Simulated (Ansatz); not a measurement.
CS2 (carbon disulfide): where methods fail along a bond

CS2 has 3 atoms, charge 0, and is taken as a singlet. As SMILES, `S=C=S`. Geometry: relaxed at PBE0-D4/def2-TZVP.

```xyz
3

S     1.3570   -0.1560    0.7291
C     0.0000    0.0000    0.0000
S    -1.3570    0.1560   -0.7291
```

The C2–S3 distance is scanned; the parts on either side stay rigid. Basis STO-3G, 11 core orbitals frozen in the correlated methods; program Ansatz 0.2.0. FCI is exact within this basis and core. Energies in eV from each method's value at 1.548 Å; methods without a U are spin-restricted. The shape above is that at 1.548 Å.

| distance (Å) | revPBE | r2SCAN | wB97X | wB97M-V | HSE06 | CCSD | BCCD(T) | FCI |
| --- | --- | --- | --- | --- | --- | --- | --- | --- |
| 1.548 | 0.00 | 0.00 | 0.00 | 0.00 | 0.00 | 0.00 | 0.00 | 0.00 |
| 1.935 | 2.03 | 2.29 | 2.56 | 2.46 | 2.42 | 2.21 | 2.11 | 2.04 |
| 2.323 | 5.01 | 5.40 | 5.48 | 5.34 | 5.51 | 4.79 | 4.96 | 4.81 |
| 3.097 | 7.79 | 8.09 | 7.26 | 7.17 | 7.81 | 6.02 | 6.19 | 6.19 |
| 3.871 | 8.22 | 8.48 | 7.51 | 7.42 | 8.12 | 6.10 | 6.27 | 6.27 |

Departure from the FCI curve at its largest: revPBE +1.94 eV at 3.87 Å; r2SCAN +2.20 eV at 3.87 Å; wB97X +1.23 eV at 3.87 Å; wB97M-V +1.15 eV at 3.87 Å; HSE06 +1.84 eV at 3.87 Å; CCSD -0.17 eV at 3.87 Å; BCCD(T) +0.15 eV at 2.32 Å. Restricted functionals keep the electrons paired too, and rise too high.
